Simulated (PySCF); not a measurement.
# A diatomic session: PO−

One job finds the state of PO−, follows it along the bond with each method and fits the curves.

Method: P def2-SVPD, O def2-SVPD, no relativity; program: PySCF 2.14.0.

3 further runs of the same task are left out: 3 set aside as unsound or not needed.

### Step 1. Input

The job is set up so:

```
atoms                         : P, O
charge                        : -1
basis                         : P def2-SVPD, O def2-SVPD
Hamiltonian                   : no relativity
basis functions               : 47
electrons treated             : 24
masses in u                   : 30.9738, 15.9949
levels                        : PBE0, PBE, r²SCAN, PBEsol, B3LYP, PW91, MP2, SCS-MP2, CCSD, CCSD(T)
grid                          : 80 radial by 434 angular points
occupations                   : held fixed by the projection of orbital angular momentum
dissociation limit            : P + O−, each in its ground configuration
starting distance in angstrom : 1.765
values of 2S to try           : 0, 2, 4
```

Started as:

```console
> OMP_NUM_THREADS=1 python dia.py task.json out
```

After the search, every level is run at each distance in turn; below they are sorted by level.

### Step 2. First curve: PBE0

State followed: ³Σ⁻ (triplet), unpaired electrons π ↑↑. The scan is laid around 1.576 Å.

Output of the SCF at 1.576 Å:

```text
******** <class 'pyscf.dft.uks_symm.SymAdaptedUKS'> ********
method = SymAdaptedUKS
initial guess = minao
damping factor = 0
level_shift factor = 0
DIIS = <class 'pyscf.scf.diis.CDIIS'>
diis_start_cycle = 1
diis_space = 10
diis_damp = 0
SCF conv_tol = 1e-09
SCF conv_tol_grad = None
SCF max_cycles = 60
direct_scf = False
max_memory 909 MB (current use 281 MB)
number electrons alpha = 13  beta = 11
XC library pyscf.dft.libxc version 7.0.0
    S. Lehtola, C. Steigemann, M. J.T. Oliveira, and M. A.L. Marques.,  SoftwareX 7, 1–5 (2018)
XC functionals = PBE0
    C. Adamo and V. Barone.,  J. Chem. Phys. 110, 6158 (1999)
    M. Ernzerhof and G. E. Scuseria.,  J. Chem. Phys. 110, 5029 (1999)
small_rho_cutoff = 0
Overwritten attributes  get_hcore get_jk get_occ get_j get_k  of <class 'pyscf.dft.uks_symm.SymAdaptedUKS'>
Set gradient conv threshold to 3.16228e-05
init E= -416.231385896116
cycle= 1 E= -416.203644941405  delta_E= 0.0277  |g|= 0.0213  |ddm|= 0.0897
cycle= 2 E= -416.203548735508  delta_E= 9.62e-05  |g|= 0.0289  |ddm|= 0.0532
cycle= 3 E= -416.203890762246  delta_E= -0.000342  |g|= 0.0124  |ddm|= 0.0273
cycle= 4 E= -416.203953263156  delta_E= -6.25e-05  |g|= 0.0016  |ddm|= 0.00998
cycle= 5 E= -416.203954471819  delta_E= -1.21e-06  |g|= 0.000194  |ddm|= 0.00169
cycle= 6 E= -416.203954504056  delta_E= -3.22e-08  |g|= 4.18e-05  |ddm|= 0.000398
cycle= 7 E= -416.203954506774  delta_E= -2.72e-09  |g|= 8.78e-06  |ddm|= 0.00014
cycle= 8 E= -416.20395450694  delta_E= -1.65e-10  |g|= 3.1e-06  |ddm|= 2.78e-05
Extra cycle  E= -416.203954506939  delta_E= 3.98e-13  |g|= 5.5e-06  |ddm|= 7.97e-06
converged SCF energy = -416.203954506939  <S^2> = 2.0106499  2S+1 = 3.0070915
```

Points of the scan, energies from the lowest:

| R (Å) | E (eV) | μ (D) | Mulliken charge of P (e) | Mayer bond order | ⟨S²⟩ | HOMO (eV) | LUMO (eV) |
| --- | --- | --- | --- | --- | --- | --- | --- |
| 1.3554 | 1.5029 | 0.68 | -0.27 | 2.12 | 2.01 | 2.12 | 5.80 |
| 1.4184 | 0.6677 | 0.27 | -0.24 | 1.96 | 2.01 | 1.88 | 5.61 |
| 1.4814 | 0.2091 | -0.12 | -0.20 | 1.83 | 2.01 | 1.64 | 5.41 |
| 1.5287 | 0.0462 | -0.41 | -0.18 | 1.76 | 2.01 | 1.46 | 5.24 |
| 1.5760 | 0.0000 | -0.70 | -0.15 | 1.70 | 2.01 | 1.28 | 5.08 |
| 1.6233 | 0.0438 | -0.97 | -0.12 | 1.65 | 2.01 | 1.10 | 4.91 |
| 1.6863 | 0.2063 | -1.31 | -0.10 | 1.60 | 2.01 | 0.87 | 4.69 |
| 1.7651 | 0.5254 | -1.72 | -0.07 | 1.56 | 2.01 | 0.60 | 4.42 |
| 1.8597 | 1.0109 | -2.17 | -0.05 | 1.54 | 2.01 | 0.29 | 4.11 |
| 1.9858 | 1.7358 | -2.73 | -0.05 | 1.52 | 2.02 | -0.07 | 3.73 |

The fit gives Re = 1.575 Å, ωe = 1020 cm⁻¹, ωexe = 4.70 cm⁻¹, αe = 0.00470 cm⁻¹, Be = 0.6447 cm⁻¹, De = 5.34 eV, μ = -0.69 D.

Orbitals nearest the gap at 1.576 Å:

```csv
spin,orbital,ε (eV),filled,made of
β,σ,-19.08,yes,"O s 79 %, P s 10 %"
β,σ,-6.84,yes,"P s 59 %, O p 27 %, O s 14 %"
α,π,-3.69,yes,"O p 76 %, P p 23 %"
α,π,-3.69,yes,"O p 76 %, P p 23 %"
α,σ,-3.48,yes,"O p 49 %, P p 27 %, P s 20 %"
β,σ,-2.53,yes,"O p 38 %, P s 33 %, P p 27 %"
β,π,-2.23,yes,"O p 78 %, P p 19 %"
β,π,-2.23,yes,"O p 78 %, P p 19 %"
α,π,1.28,yes,"P p 67 %, O p 23 %, P d 8 %"
α,π,1.28,yes,"P p 67 %, O p 23 %, P d 8 %"
β,π,5.08,no,"P p 59 %, O p 25 %, P d 12 %"
β,π,5.08,no,"P p 59 %, O p 25 %, P d 12 %"
α,σ,6.50,no,"diffuse, shares unclear"
α,σ,6.61,no,"O s 76 %, P d 35 %"
```

Polarisability there: 45.8 bohr³ along the bond, 37.8 across it.

### Step 3. Orbitals, density and potential

Orbitals, density, ELF and potential are computed afterwards from the orbital file.

Frontier orbitals at PBE0 (alpha spin), with the share of their density that lies nearest to each atom:

| orbital | energy (eV) | lies on |
| --- | --- | --- |
| HOMO | 1.28 | P1 76 %; O2 24 % |
| LUMO | 6.50 | P1 80 %; O2 20 % |

ELF in a plane through or near 2 of the atoms.

Values, 10 rows by 14 columns:
```
0.00 0.00 0.03 0.13 0.24 0.18 0.07 0.02 0.01 0.01 0.00 0.00 0.00 0.00
0.00 0.05 0.42 0.69 0.79 0.73 0.46 0.08 0.04 0.05 0.02 0.01 0.00 0.00
0.01 0.13 0.57 0.79 0.88 0.84 0.58 0.13 0.16 0.25 0.16 0.04 0.00 0.00
0.02 0.12 0.50 0.81 0.94 0.87 0.68 0.37 0.60 0.69 0.52 0.28 0.03 0.00
0.01 0.05 0.31 0.71 0.29 0.40 0.16 0.76 0.69 0.85 0.77 0.45 0.13 0.01
0.01 0.04 0.26 0.63 0.18 0.87 0.48 0.81 0.31 0.70 0.81 0.48 0.15 0.01
0.01 0.08 0.40 0.79 0.81 0.36 0.35 0.59 0.79 0.84 0.66 0.38 0.08 0.01
0.02 0.14 0.56 0.81 0.93 0.89 0.66 0.23 0.35 0.48 0.35 0.14 0.01 0.00
0.01 0.11 0.55 0.77 0.86 0.81 0.54 0.11 0.10 0.16 0.09 0.02 0.00 0.00
0.00 0.01 0.19 0.45 0.60 0.51 0.27 0.05 0.02 0.02 0.01 0.00 0.00 0.00
```
The map spans 6.8 Å across and 5.2 Å up, centred on the molecule. Atoms in the plane (x, y in Å): P1 (-0.8, 0.0), O2 (0.8, 0.0).

On the surface of density 0.002 e/bohr³ the electrostatic potential runs, from the 1st to the 99th percentile, from -6.56 V near O2 to -5.23 V near P1.

The spin density lies nearest to P1 74 %; O2 26 %.

### Step 4. Higher solutions at PBE0

State 2: Ms = 0 determinant of mixed spin (⟨S²⟩ = 1.01), unpaired electrons π ↑↓, an excited solution.

The SCF at the reference distance, 1.576 Å, printed:

```text
[... 13 set-up lines left out, the same as in an earlier log ...]
max_memory 909 MB (current use 329 MB)
number electrons alpha = 12  beta = 12
[... 7 set-up lines left out, the same as in an earlier log ...]
init E= -416.221371726503
cycle= 1 E= -416.193568886906  delta_E= 0.0278  |g|= 0.0219  |ddm|= 0.0921
cycle= 2 E= -416.193446133604  delta_E= 0.000123  |g|= 0.0304  |ddm|= 0.0552
cycle= 3 E= -416.193823870584  delta_E= -0.000378  |g|= 0.0131  |ddm|= 0.0286
cycle= 4 E= -416.193893280874  delta_E= -6.94e-05  |g|= 0.00167  |ddm|= 0.0106
cycle= 5 E= -416.193894573556  delta_E= -1.29e-06  |g|= 0.000186  |ddm|= 0.00161
cycle= 6 E= -416.193894593956  delta_E= -2.04e-08  |g|= 3.72e-05  |ddm|= 0.000299
cycle= 7 E= -416.193894595037  delta_E= -1.08e-09  |g|= 6.69e-06  |ddm|= 6.33e-05
cycle= 8 E= -416.193894595092  delta_E= -5.53e-11  |g|= 1.78e-06  |ddm|= 1.53e-05
Extra cycle  E= -416.193894595089  delta_E= 3.64e-12  |g|= 3.79e-06  |ddm|= 4.91e-06
converged SCF energy = -416.193894595089  <S^2> = 1.0129924  2S+1 = 2.2476587
```

Re = 1.574 Å, ωe = 1020 cm⁻¹; the determinant mixes terms (⟨S²⟩ = 1.01, ⟨Lz²⟩ = 2.03), so these belong to no real state. Its minimum lies 0.27 eV above that of the lowest state.

Energy (eV) from the lowest point of the lowest state:

```
R (Å)  lowest  state 2
1.355   1.503    1.768
1.418   0.668    0.936
1.481   0.209    0.480
1.529   0.046    0.319
1.576   0.000    0.274
1.623   0.044    0.319
1.686   0.206    0.482
1.765   0.525    0.802
1.860   1.011    1.288
1.986   1.736    2.013
```

### Step 5. PBE

Log of the SCF at 1.576 Å:

```text
[... 13 set-up lines left out, the same as in an earlier log ...]
max_memory 909 MB (current use 298 MB)
[... 3 set-up lines left out, the same as in an earlier log ...]
XC functionals = PBE
    J. P. Perdew, K. Burke, and M. Ernzerhof.,  Phys. Rev. Lett. 77, 3865 (1996)
    J. P. Perdew, K. Burke, and M. Ernzerhof.,  Phys. Rev. Lett. 78, 1396 (1997)
    J. P. Perdew, K. Burke, and M. Ernzerhof.,  Phys. Rev. Lett. 77, 3865 (1996)
    J. P. Perdew, K. Burke, and M. Ernzerhof.,  Phys. Rev. Lett. 78, 1396 (1997)
[... 2 set-up lines left out, the same as in an earlier log ...]
init E= -416.182616449461
cycle= 1 E= -416.182985715239  delta_E= -0.000369  |g|= 0.0516  |ddm|= 0.151
cycle= 2 E= -416.167857859865  delta_E= 0.0151  |g|= 0.193  |ddm|= 0.167
cycle= 3 E= -416.184282670932  delta_E= -0.0164  |g|= 0.00875  |ddm|= 0.12
cycle= 4 E= -416.184326538136  delta_E= -4.39e-05  |g|= 0.00106  |ddm|= 0.00984
cycle= 5 E= -416.184327324049  delta_E= -7.86e-07  |g|= 0.000264  |ddm|= 0.00269
cycle= 6 E= -416.184327373846  delta_E= -4.98e-08  |g|= 0.000142  |ddm|= 0.000687
cycle= 7 E= -416.184327389045  delta_E= -1.52e-08  |g|= 2.79e-05  |ddm|= 0.000194
cycle= 8 E= -416.184327389374  delta_E= -3.29e-10  |g|= 8.28e-06  |ddm|= 2.8e-05
Extra cycle  E= -416.184327388978  delta_E= 3.97e-10  |g|= 3.11e-05  |ddm|= 2.73e-05
converged SCF energy = -416.184327388978  <S^2> = 2.0047031  2S+1 = 3.0031338
```

Re = 1.600 Å, ωe = 949 cm⁻¹, ωexe = 4.80 cm⁻¹, αe = 0.00488 cm⁻¹, Be = 0.6241 cm⁻¹, De = 5.59 eV, μ = -0.64 D. 6.6 s of CPU time for 12 points, integrals apart.

### Step 6. r²SCAN (meta-GGA)

Output of the SCF at 1.576 Å:

```text
[... 17 set-up lines left out, the same as in an earlier log ...]
XC functionals = R2SCAN
    J. W. Furness, A. D. Kaplan, J. Ning, J. P. Perdew, and J. Sun.,  J. Phys. Chem. Lett. 11, 8208-8215 (2020)
    J. W. Furness, A. D. Kaplan, J. Ning, J. P. Perdew, and J. Sun.,  J. Phys. Chem. Lett. 11, 9248-9248 (2020)
    J. W. Furness, A. D. Kaplan, J. Ning, J. P. Perdew, and J. Sun.,  J. Phys. Chem. Lett. 11, 8208-8215 (2020)
    J. W. Furness, A. D. Kaplan, J. Ning, J. P. Perdew, and J. Sun.,  J. Phys. Chem. Lett. 11, 9248-9248 (2020)
[... 2 set-up lines left out, the same as in an earlier log ...]
init E= -416.353406267248
cycle= 1 E= -416.353898147571  delta_E= -0.000492  |g|= 0.00623  |ddm|= 0.0777
cycle= 2 E= -416.353766253682  delta_E= 0.000132  |g|= 0.0186  |ddm|= 0.0231
cycle= 3 E= -416.353930547775  delta_E= -0.000164  |g|= 0.00145  |ddm|= 0.012
cycle= 4 E= -416.353932601619  delta_E= -2.05e-06  |g|= 0.000636  |ddm|= 0.0034
cycle= 5 E= -416.353932941649  delta_E= -3.4e-07  |g|= 0.000378  |ddm|= 0.00155
cycle= 6 E= -416.3539330288  delta_E= -8.72e-08  |g|= 4.76e-05  |ddm|= 0.000657
cycle= 7 E= -416.353933030702  delta_E= -1.9e-09  |g|= 1.41e-05  |ddm|= 0.000124
cycle= 8 E= -416.353933030869  delta_E= -1.67e-10  |g|= 4.26e-06  |ddm|= 3.25e-05
Extra cycle  E= -416.353933030813  delta_E= 5.62e-11  |g|= 1.28e-05  |ddm|= 1.48e-05
converged SCF energy = -416.353933030813  <S^2> = 2.012116  2S+1 = 3.0080665
```

Re = 1.582 Å, ωe = 991 cm⁻¹, ωexe = 4.75 cm⁻¹, αe = 0.00485 cm⁻¹, Be = 0.6383 cm⁻¹, De = 5.43 eV, μ = -0.54 D.

### Step 7. PBEsol (GGA)

The SCF at the reference distance, 1.576 Å, printed:

```text
[... 13 set-up lines left out, the same as in an earlier log ...]
max_memory 909 MB (current use 307 MB)
[... 3 set-up lines left out, the same as in an earlier log ...]
XC functionals = PBEsol
    J. P. Perdew, A. Ruzsinszky, G. I. Csonka, O. A. Vydrov, G. E. Scuseria, L. A. Constantin, X. Zhou, and K. Burke.,  Phys. Rev. Lett. 100, 136406 (2008)
    J. P. Perdew, A. Ruzsinszky, G. I. Csonka, O. A. Vydrov, G. E. Scuseria, L. A. Constantin, X. Zhou, and K. Burke.,  Phys. Rev. Lett. 100, 136406 (2008)
[... 2 set-up lines left out, the same as in an earlier log ...]
init E= -415.353695280254
cycle= 1 E= -415.352628853798  delta_E= 0.00107  |g|= 0.0835  |ddm|= 0.158
cycle= 2 E= -415.318039021072  delta_E= 0.0346  |g|= 0.294  |ddm|= 0.249
cycle= 3 E= -415.355782687273  delta_E= -0.0377  |g|= 0.00612  |ddm|= 0.186
cycle= 4 E= -415.355802482172  delta_E= -1.98e-05  |g|= 0.00093  |ddm|= 0.00673
cycle= 5 E= -415.355802943314  delta_E= -4.61e-07  |g|= 0.000229  |ddm|= 0.000994
cycle= 6 E= -415.355802975615  delta_E= -3.23e-08  |g|= 0.000112  |ddm|= 0.000588
cycle= 7 E= -415.355802982605  delta_E= -6.99e-09  |g|= 4.12e-05  |ddm|= 0.000199
cycle= 8 E= -415.355802983441  delta_E= -8.36e-10  |g|= 2.31e-06  |ddm|= 3.83e-05
Extra cycle  E= -415.355802983408  delta_E= 3.26e-11  |g|= 8.76e-06  |ddm|= 8.54e-06
converged SCF energy = -415.355802983408  <S^2> = 2.0040154  2S+1 = 3.0026757
```

Re = 1.593 Å, ωe = 968 cm⁻¹, ωexe = 4.77 cm⁻¹, αe = 0.00484 cm⁻¹, Be = 0.6302 cm⁻¹, De = 5.96 eV, μ = -0.56 D. 6.5 s of CPU time for 12 points, integrals apart.

### Step 8. B3LYP

Log of the SCF at 1.576 Å:

```text
[... 17 set-up lines left out, the same as in an earlier log ...]
XC functionals = B3LYP
    P. J. Stephens, F. J. Devlin, C. F. Chabalowski, and M. J. Frisch.,  J. Phys. Chem. 98, 11623 (1994)
[... 2 set-up lines left out, the same as in an earlier log ...]
init E= -416.432346555969
cycle= 1 E= -416.432922833105  delta_E= -0.000576  |g|= 0.02  |ddm|= 0.136
cycle= 2 E= -416.432041692873  delta_E= 0.000881  |g|= 0.0505  |ddm|= 0.0458
cycle= 3 E= -416.433079377841  delta_E= -0.00104  |g|= 0.00252  |ddm|= 0.0329
cycle= 4 E= -416.433083880094  delta_E= -4.5e-06  |g|= 0.000603  |ddm|= 0.00361
cycle= 5 E= -416.433084133612  delta_E= -2.54e-07  |g|= 0.000201  |ddm|= 0.00123
cycle= 6 E= -416.43308416056  delta_E= -2.69e-08  |g|= 4.97e-05  |ddm|= 0.000309
cycle= 7 E= -416.433084163138  delta_E= -2.58e-09  |g|= 9.61e-06  |ddm|= 0.000122
cycle= 8 E= -416.433084163233  delta_E= -9.49e-11  |g|= 3.4e-06  |ddm|= 2.06e-05
Extra cycle  E= -416.433084163212  delta_E= 2.08e-11  |g|= 8.14e-06  |ddm|= 8.71e-06
converged SCF energy = -416.433084163212  <S^2> = 2.0094351  2S+1 = 3.0062835
```

Re = 1.584 Å, ωe = 988 cm⁻¹, ωexe = 4.79 cm⁻¹, αe = 0.00482 cm⁻¹, Be = 0.6367 cm⁻¹, De = 5.26 eV, μ = -0.83 D. 16 s of CPU time for 12 points, integrals apart.

### Step 9. PW91

Output of the SCF at 1.576 Å:

```text
[... 13 set-up lines left out, the same as in an earlier log ...]
max_memory 909 MB (current use 299 MB)
[... 3 set-up lines left out, the same as in an earlier log ...]
XC functionals = PW91,PW91
    J. P. Perdew. In P. Ziesche and H. Eschrig, editors, Proceedings of the 75. WE-Heraeus-Seminar and 21st Annual International Symposium on Electronic Structure of Solids, 11. Berlin, 1991. Akademie Verlag.
    J. P. Perdew, J. A. Chevary, S. H. Vosko, K. A. Jackson, M. R. Pederson, D. J. Singh, and C. Fiolhais.,  Phys. Rev. B 46, 6671 (1992)
    J. P. Perdew, J. A. Chevary, S. H. Vosko, K. A. Jackson, M. R. Pederson, D. J. Singh, and C. Fiolhais.,  Phys. Rev. B 48, 4978 (1993)
    J. P. Perdew. In P. Ziesche and H. Eschrig, editors, Proceedings of the 75. WE-Heraeus-Seminar and 21st Annual International Symposium on Electronic Structure of Solids, 11. Berlin, 1991. Akademie Verlag.
    J. P. Perdew, J. A. Chevary, S. H. Vosko, K. A. Jackson, M. R. Pederson, D. J. Singh, and C. Fiolhais.,  Phys. Rev. B 46, 6671 (1992)
    J. P. Perdew, J. A. Chevary, S. H. Vosko, K. A. Jackson, M. R. Pederson, D. J. Singh, and C. Fiolhais.,  Phys. Rev. B 48, 4978 (1993)
[... 2 set-up lines left out, the same as in an earlier log ...]
init E= -416.382881116787
cycle= 1 E= -416.384108679923  delta_E= -0.00123  |g|= 0.0338  |ddm|= 0.166
cycle= 2 E= -416.377011928342  delta_E= 0.0071  |g|= 0.131  |ddm|= 0.119
cycle= 3 E= -416.384709749407  delta_E= -0.0077  |g|= 0.00941  |ddm|= 0.081
cycle= 4 E= -416.38476257495  delta_E= -5.28e-05  |g|= 0.00163  |ddm|= 0.0123
cycle= 5 E= -416.384763999018  delta_E= -1.42e-06  |g|= 0.000321  |ddm|= 0.00328
cycle= 6 E= -416.384764078033  delta_E= -7.9e-08  |g|= 0.000118  |ddm|= 0.00069
cycle= 7 E= -416.384764090532  delta_E= -1.25e-08  |g|= 1.87e-05  |ddm|= 0.000194
cycle= 8 E= -416.384764090702  delta_E= -1.69e-10  |g|= 5.78e-06  |ddm|= 2.62e-05
Extra cycle  E= -416.384764090527  delta_E= 1.75e-10  |g|= 2.08e-05  |ddm|= 1.88e-05
converged SCF energy = -416.384764090527  <S^2> = 2.0045281  2S+1 = 3.0030172
```

Re = 1.598 Å, ωe = 950 cm⁻¹, ωexe = 4.80 cm⁻¹, αe = 0.00491 cm⁻¹, Be = 0.6255 cm⁻¹, De = 5.61 eV, μ = -0.67 D.

### Step 10. MP2 and coupled cluster

Reference: UHF; core orbitals frozen: 6.

Log of the coupled-cluster run at 1.576 Å:

```text
******** <class 'pyscf.cc.uccsd.UCCSD'> ********
CC2 = 0
CCSD nocc = (np.int64(7), np.int64(5)), nmo = (41, 41)
frozen orbitals [[0, 1, 2, 3, 4, 5], [0, 1, 2, 3, 4, 5]]
max_cycle = 80
direct = 0
conv_tol = 1e-07
conv_tol_normt = 1e-05
diis_space = 8
diis_start_cycle = 0
diis_start_energy_diff = 1e+09
max_memory 909 MB (current use 416 MB)
Init t2, MP2 energy = -0.299694917003628
Init E_corr(UCCSD) = -0.299694917005278
cycle = 1  E_corr(UCCSD) = -0.295417951554305  dE = 0.00427696545  norm(t1,t2) = 0.111685
cycle = 2  E_corr(UCCSD) = -0.309264186926688  dE = -0.0138462354  norm(t1,t2) = 0.0399889
cycle = 3  E_corr(UCCSD) = -0.308625588818488  dE = 0.000638598108  norm(t1,t2) = 0.0271618
cycle = 4  E_corr(UCCSD) = -0.310889121757287  dE = -0.00226353294  norm(t1,t2) = 0.0110104
cycle = 5  E_corr(UCCSD) = -0.311069229616879  dE = -0.00018010786  norm(t1,t2) = 0.00270619
cycle = 6  E_corr(UCCSD) = -0.310930142112093  dE = 0.000139087505  norm(t1,t2) = 0.00128222
cycle = 7  E_corr(UCCSD) = -0.310903855142377  dE = 2.62869697e-05  norm(t1,t2) = 0.000421219
cycle = 8  E_corr(UCCSD) = -0.310923721280888  dE = -1.98661385e-05  norm(t1,t2) = 0.000206674
cycle = 9  E_corr(UCCSD) = -0.310922792418509  dE = 9.28862379e-07  norm(t1,t2) = 6.93412e-05
cycle = 10  E_corr(UCCSD) = -0.310920437832043  dE = 2.35458647e-06  norm(t1,t2) = 3.31189e-05
cycle = 11  E_corr(UCCSD) = -0.310920683058363  dE = -2.4522632e-07  norm(t1,t2) = 1.34162e-05
cycle = 12  E_corr(UCCSD) = -0.310920715369734  dE = -3.23113709e-08  norm(t1,t2) = 5.59474e-06
UCCSD converged
E(UCCSD) = -415.7404765953138  E_corr = -0.3109207153697341
UCCSD(T) correction = -0.0124851226992374
```

Correlation energy (eV) along the bond:

```
R (Å)     MP2  SCS-MP2    CCSD  CCSD(T)     T1
1.355  -7.663   -7.342     n/a      n/a    n/a
1.418  -7.800   -7.466  -8.172   -8.455  0.020
1.481  -7.940   -7.591  -8.287   -8.592  0.022
1.529  -8.047   -7.686  -8.374   -8.696  0.023
1.576  -8.155   -7.783  -8.461   -8.800  0.025
1.623  -8.264   -7.880  -8.547   -8.906  0.027
1.686  -8.409   -8.010  -8.660   -9.047  0.030
1.765  -8.586   -8.172  -8.800   -9.223  0.034
1.860  -8.777   -8.355  -8.961   -9.428  0.042
1.986  -8.902   -8.504     n/a      n/a    n/a
```

UHF-MP2: Re = 1.599 Å, ωe = 951 cm⁻¹, ωexe = 4.44 cm⁻¹, αe = 0.00493 cm⁻¹, Be = 0.6255 cm⁻¹, De = 5.02 eV.

UHF-SCS-MP2: Re = 1.592 Å, ωe = 969 cm⁻¹, ωexe = 4.98 cm⁻¹, αe = 0.00503 cm⁻¹, Be = 0.6309 cm⁻¹, De = 4.84 eV.

UHF-CCSD: Re = 1.586 Å, ωe = 994 cm⁻¹, ωexe = 4.89 cm⁻¹, αe = 0.00478 cm⁻¹, Be = 0.6357 cm⁻¹, De = 4.54 eV.

UHF-CCSD(T): Re = 1.597 Å, ωe = 957 cm⁻¹, ωexe = 5.14 cm⁻¹, αe = 0.00502 cm⁻¹, Be = 0.6270 cm⁻¹, De = 4.70 eV.

### Step 11. All curves

Energy (eV) from each level's lowest point:

```
R (Å)  UHF-MP2  UHF-SCS-MP2  UHF-CCSD  UHF-CCSD(T)    PBE  PBEsol   PW91  r²SCAN  B3LYP   PBE0
1.355    1.703        1.651       n/a          n/a  1.711   1.647  1.686   1.558  1.575  1.503
1.418    0.809        0.771     0.743        0.800  0.819   0.773  0.803   0.709  0.722  0.668
1.481    0.294        0.271     0.252        0.288  0.301   0.273  0.292   0.235  0.243  0.209
1.529    0.089        0.077     0.067        0.085  0.093   0.079  0.088   0.060  0.064  0.046
1.576    0.000        0.000     0.000        0.000  0.002   0.000  0.000   0.000  0.000  0.000
1.623    0.001        0.013     0.024        0.004  0.000   0.011  0.001   0.029  0.025  0.044
1.686    0.106        0.132     0.160        0.113  0.102   0.130  0.106   0.170  0.163  0.206
1.765    0.355        0.397     0.447        0.364  0.346   0.394  0.353   0.461  0.449  0.525
1.860    0.771        0.820     0.892        0.764  0.742   0.815  0.753   0.910  0.894  1.011
1.986    1.494        1.520       n/a          n/a  1.354   1.457  1.366   1.587  1.566  1.736
```

### Step 12. Constants by level of theory

Lowest PBE0 solution found, without spin–orbit coupling: ³Σ⁻ (triplet), unpaired electrons π ↑↑. State 2 has its PBE0 minimum 0.27 eV higher, as a spin-mixed determinant (⟨S²⟩ = 1.01), so this is no gap between pure states. The other levels ran on the lowest alone.

```
      level  Re (Å)  ωe (cm⁻¹)  De (eV)  μ (D)
    UHF-MP2   1.599        951     5.02    n/a
UHF-SCS-MP2   1.592        969     4.84    n/a
   UHF-CCSD   1.586        994     4.54    n/a
UHF-CCSD(T)   1.597        957     4.70    n/a
        PBE   1.600        949     5.59  -0.64
     PBEsol   1.593        968     5.96  -0.56
       PW91   1.598        950     5.61  -0.67
     r²SCAN   1.582        991     5.43  -0.54
      B3LYP   1.584        988     5.26  -0.83
       PBE0   1.575       1020     5.34  -0.69
```

De is counted to P + O− in their ground configurations. A positive dipole points from P to O; in an ion it is taken about the centre of mass and does not tell which atom is negative.

Differences from CCSD(T) in the same basis:

```csv
level,Re (mÅ),ωe (%)
UHF-MP2,+2,-0.6
UHF-SCS-MP2,-5,+1.2
UHF-CCSD,-11,+3.8
PBE,+4,-0.9
PBEsol,-4,+1.2
PW91,+2,-0.7
r²SCAN,-14,+3.6
B3LYP,-12,+3.3
PBE0,-22,+6.6
```

Time per point (s) on 1 thread, shared host (CPU time, shared integrals of 0.039 s apart; correlated levels include their reference; CCSD comes with the CCSD(T) run); the times are rough: UHF-MP2 0.21, UHF-SCS-MP2 0.21, PBE 0.55, PBEsol 0.54, PW91 0.4, r²SCAN 4.3, B3LYP 1.3, PBE0 0.8; the reference 3.5.

The cheapest levels within 10 mÅ and 2.5 % of CCSD(T): UHF-MP2 (0.21 s), PW91 (0.4 s), UHF-SCS-MP2 (0.21 s). The dearest run takes 4.3 s.

Against CCSD(T) in the same basis, the bond length is nearest at UHF-MP2 and PW91 (+2 mÅ) and farthest at PBE0 (-22 mÅ); the wavenumber is nearest at UHF-MP2 (-0.6 %) and farthest at PBE0 (+6.6 %). PBE has the long and soft bond that GGAs tend to give. CCSD(T) in a basis this small is itself some way from its limit, more so than the functionals. Of the levels with a De here, UHF-CCSD gives the least (4.54 eV) and PBEsol the most (5.96 eV).

Correlated steps freeze 6 core orbitals. With some functionals the highest level of the anion is positive, from self-interaction error or because the anion is truly unbound there; the finite basis then holds the extra electron, and no neutral molecule was run to test the binding.
